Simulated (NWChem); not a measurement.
The numbers come from NWChem runs, not from measurements. System: Cl (+1), charge 1, spin multiplicity 3. Its SCF solution wasn't tested for a lower state. Level: UCCSD(T)/cc-pVQZ, 5 core orbitals frozen.

Part of the output:

```
             Northwest Computational Chemistry Package (NWChem) 7.3.0
             --------------------------------------------------------

                                NWChem Input Module
                                -------------------

 Scaling coordinates for geometry "geometry" by  1.889725989
 (inverse scale =  0.529177249)

                             Geometry "geometry" -> ""
                             -------------------------

 Output coordinates in angstroms (scale by  1.889725989 to convert to a.u.)

  No.       Tag          Charge          X              Y              Z
 ---- ---------------- ---------- -------------- -------------- --------------
    1 Cl                  17.0000     0.00000000     0.00000000     0.00000000

 Effective nuclear repulsion energy (a.u.)       0.0000000000

            Nuclear Dipole moment (a.u.)
            ----------------------------
        X                 Y               Z
 ---------------- ---------------- ----------------
     0.0000000000     0.0000000000     0.0000000000

      Symmetry information
      --------------------

 Group name             D2h
 Group number             26
 Group order               8
 No. of unique centers     1

      Symmetry unique atoms

     1


 Summary of "ao basis" -> "" (spherical)
 ------------------------------------------------------------------------------
       Tag                 Description            Shells   Functions and Types
 ---------------- ------------------------------  ------  ---------------------
 *                          cc-pvqz                   on all atoms

 Summary of "ao basis" -> "ao basis" (spherical)
 ------------------------------------------------------------------------------
       Tag                 Description            Shells   Functions and Types
 ---------------- ------------------------------  ------  ---------------------
 Cl                         cc-pvqz                 17       59   6s5p3d2f1g

                                 NWChem SCF Module
                                 -----------------

  ao basis        = "ao basis"
  functions       =    59
  atoms           =     1
  alpha electrons =     9
  beta  electrons =     7
  charge          =   1.00
  wavefunction    = UHF
  use symmetry    = T
  symmetry adapt  = T

 Summary of "ao basis" -> "ao basis" (spherical)
 ------------------------------------------------------------------------------
       Tag                 Description            Shells   Functions and Types
 ---------------- ------------------------------  ------  ---------------------
 Cl                         cc-pvqz                 17       59   6s5p3d2f1g

      Symmetry analysis of basis
      --------------------------

        ag         15
        au          2
        b1g         5
        b1u         9
        b2g         5
        b2u         9
        b3g         5
        b3u         9

 Forming initial guess at       0.0s

   Symmetry analysis of molecular orbitals - initial alpha
   -------------------------------------------------------

  Numbering of irreducible representations:

     1 ag          2 au          3 b1g         4 b1u         5 b2g
     6 b2u         7 b3g         8 b3u

  Orbital symmetries:

     1 ag          2 ag          3 b2u         4 b1u         5 b3u
     6 ag          7 b2u         8 b1u         9 b3u        10 b3g
    11 ag         12 ag         13 b1g        14 b2g        15 b2u
    16 b1u        17 ag         18 b3u        19 ag

   Symmetry analysis of molecular orbitals - initial beta
   ------------------------------------------------------

  Numbering of irreducible representations:

     1 ag          2 au          3 b1g         4 b1u         5 b2g
     6 b2u         7 b3g         8 b3u

  Orbital symmetries:

     1 ag          2 ag          3 b2u         4 b1u         5 b3u
     6 ag          7 b3u         8 b2u         9 b1u        10 ag
    11 b3u        12 b2u        13 b1u        14 b1g        15 b2g
    16 ag         17 b3g        18 ag         19 b1g

 Starting SCF solution at       0.1s

 ----------------------------------------------
         Quadratically convergent UHF

 Convergence threshold     :          1.000E-07
[...]
    17      0.469694  1 Cl py                14      0.338455  1 Cl py
    20      0.326549  1 Cl py                11      0.225510  1 Cl py

 Vector    9  Occ=0.000000D+00  E=-3.916142D-01  Symmetry=b1u
              MO Center= -1.4D-33,  1.4D-31, -1.2D-19, r^2= 1.3D+00
   Bfn.  Coefficient  Atom+Function         Bfn.  Coefficient  Atom+Function
  ----- ------------  ---------------      ----- ------------  ---------------
    18      0.469694  1 Cl pz                15      0.338455  1 Cl pz
    21      0.326549  1 Cl pz                12      0.225510  1 Cl pz

 Vector   10  Occ=0.000000D+00  E= 8.235174D-02  Symmetry=b3u
              MO Center=  6.7D-19, -4.6D-20,  7.2D-21, r^2= 4.4D+00
   Bfn.  Coefficient  Atom+Function         Bfn.  Coefficient  Atom+Function
  ----- ------------  ---------------      ----- ------------  ---------------
    19      1.475266  1 Cl px                16     -1.023439  1 Cl px
    10     -0.402786  1 Cl px                 7     -0.309767  1 Cl px

 center of mass
 --------------
 x =   0.00000000 y =   0.00000000 z =   0.00000000

 moments of inertia (a.u.)
 ------------------
           0.000000000000           0.000000000000           0.000000000000
           0.000000000000           0.000000000000           0.000000000000
           0.000000000000           0.000000000000           0.000000000000

  Mulliken analysis of the total density
  --------------------------------------

    Atom       Charge   Shell Charges
 -----------   ------   -------------------------------------------------------
    1 Cl  17    16.00   2.00  1.95 -0.02  0.42  1.29  0.35  5.97  0.16  1.50  2.05  0.32  0.00  0.00  0.00  0.00  0.00  0.00

  Mulliken analysis of the alpha density
  --------------------------------------

    Atom       Charge   Shell Charges
 -----------   ------   -------------------------------------------------------
    1 Cl  17     9.00   1.00  0.98 -0.02  0.21  0.67  0.15  2.96  0.14  1.14  1.54  0.22  0.00  0.00  0.00  0.00  0.00  0.00

   Mulliken analysis of the beta density
   -------------------------------------

    Atom       Charge   Shell Charges
 -----------   ------   -------------------------------------------------------
    1 Cl  17     7.00   1.00  0.97 -0.00  0.21  0.62  0.20  3.01  0.02  0.36  0.51  0.10  0.00  0.00  0.00  0.00  0.00  0.00

   Mulliken analysis of the spin density
   -------------------------------------

    Atom       Charge   Shell Charges
 -----------   ------   -------------------------------------------------------
    1 Cl  17     2.00   0.00  0.01 -0.02 -0.00  0.05 -0.04 -0.05  0.13  0.78  1.03  0.12 -0.00 -0.00 -0.00  0.00  0.00  0.00

       Multipole analysis of the density wrt the origin
       ------------------------------------------------

     L   x y z        total         alpha         beta         nuclear
     -   - - -        -----         -----         ----         -------
     0   0 0 0      1.000000     -9.000000     -7.000000     17.000000

     1   1 0 0     -0.000000     -0.000000     -0.000000      0.000000
     1   0 1 0      0.000000      0.000000     -0.000000      0.000000
     1   0 0 1      0.000000     -0.000000      0.000000      0.000000

     2   2 0 0     -7.824051     -4.392949     -3.431102      0.000000
     2   1 1 0     -0.000000     -0.000000     -0.000000      0.000000
     2   1 0 1     -0.000000     -0.000000      0.000000      0.000000
     2   0 2 0     -6.414817     -4.584003     -1.830814      0.000000
     2   0 1 1      0.000000      0.000000     -0.000000      0.000000
     2   0 0 2     -6.414817     -4.584003     -1.830814      0.000000

                   NWChem Extensible Many-Electron Theory Module
                   ---------------------------------------------


            General Information
            -------------------
      Number of processors :     1
         Wavefunction type : Unrestricted Hartree-Fock
          No. of electrons :    16
           Alpha electrons :     9
            Beta electrons :     7
           No. of orbitals :   118
            Alpha orbitals :    59
             Beta orbitals :    59
        Alpha frozen cores :     5
         Beta frozen cores :     5
     Alpha frozen virtuals :     0
      Beta frozen virtuals :     0
         Spin multiplicity : triplet
    Number of AO functions :    59
       Number of AO shells :    17
        Use of symmetry is : on
      Symmetry adaption is : on
         Schwarz screening : 0.10D-09

          Correlation Information
          -----------------------
          Calculation type : Coupled-cluster singles & doubles w/ perturbation
   Perturbative correction : (T)
            Max iterations :      100
        Residual threshold : 0.10D-05
     T(0) DIIS level shift : 0.00D+00
     L(0) DIIS level shift : 0.00D+00
     T(1) DIIS level shift : 0.00D+00
     L(1) DIIS level shift : 0.00D+00
     T(R) DIIS level shift : 0.00D+00
     T(I) DIIS level shift : 0.00D+00
   CC-T/L Amplitude update :  5-th order DIIS
                I/O scheme : Global Array Library
        L-threshold :  0.10D-05
        EOM-threshold :  0.10D-05
 no EOMCCSD initial starts read in
 TCE RESTART OPTIONS
 SLICE:      F
 D4D5:       F
 quantumc:   F
 qrotation:  F
 pwtce:      F
 qducc:      F
 nacto:                         0
 nrotv:                         0
 nrot:                          0

            Memory Information
            ------------------
          Available GA space size is     249029838 doubles
          Available MA space size is     104853732 doubles

 Maximum block size supplied by input
 Maximum block size        24 doubles

 tile_dim =     12

 -------------------------------------------------

 Global array virtual files algorithm will be used

 Parallel file system coherency ......... OK


 half-transformed integrals in memory

 2-e (intermediate) file size =        21651820
 2-e (intermediate) file name = ./mol.v2i

 2-e integrals stored in memory



CCSD iterations
 ---------------------------------------------------------
 Iter          Residuum       Correlation     Cpu    Wall
 ---------------------------------------------------------
    1   0.1168190738936  -0.1353744048158     0.1     0.1
    2   0.0327695757447  -0.1533786290298     0.1     0.1
    3   0.0117674418159  -0.1569023138568     0.1     0.1
    4   0.0047951148284  -0.1579263650252     0.1     0.1
    5   0.0020808024505  -0.1582757352780     0.1     0.1
    6   0.0001517211350  -0.1585050960659     0.1     0.1
    7   0.0000554650277  -0.1585031978980     0.1     0.1
    8   0.0000256939145  -0.1585028130842     0.1     0.1
    9   0.0000125352918  -0.1585027480230     0.1     0.1
   10   0.0000063321073  -0.1585027398381     0.1     0.1
   11   0.0000005161244  -0.1585027599551     0.1     0.1
 -----------------------------------------------------------------
 Iterations converged
 CCSD correlation energy / hartree =        -0.158502759955058
 CCSD total energy / hartree       =      -459.215213010713853

 Singles contributions

 Doubles contributions
 CCSD(T)
 Using plain CCSD(T) code
             total no. of tasks         1512
 total no. of tasks / no. procs         1512
                         wl_min            8           1.4
                         wl_max         1728           3.5
        thresh for no. of tasks         1512

 CCSD[T]  correction energy / hartree =        -0.005284095073524
 CCSD[T] correlation energy / hartree =        -0.163786855028581
 CCSD[T] total energy / hartree       =      -459.220497105787388
 CCSD(T)  correction energy / hartree =        -0.005213365576380
 CCSD(T) correlation energy / hartree =        -0.163716125531437
 CCSD(T) total energy / hartree       =      -459.220426376290220

 Task  times  cpu:        6.5s     wall:        6.5s

 Total times  cpu:        6.5s     wall:        6.5s
```

### Question
Write an NWChem input that would produce this output.

### Answer
Several could match; the one computed here: 
```
start mol
memory heap 100 mb stack 700 mb global 1900 mb
charge 1
geometry units angstroms nocenter noautoz
  Cl     0.000000     0.000000     0.000000
  symmetry group D2h
end
basis spherical
  * library cc-pvqz
end
scf
  uhf
  nopen 2
  maxiter 100
  thresh 1e-7
  semidirect memsize 60000000 filesize 0
  # guess.movecs holds the orbitals of an unrestricted PBE0 run
  vectors input guess.movecs output mol.movecs
end
tce
  freeze core 5
  ccsd(t)
  thresh 1e-6
  maxiter 100
  tilesize 24
end
task tce energy
```
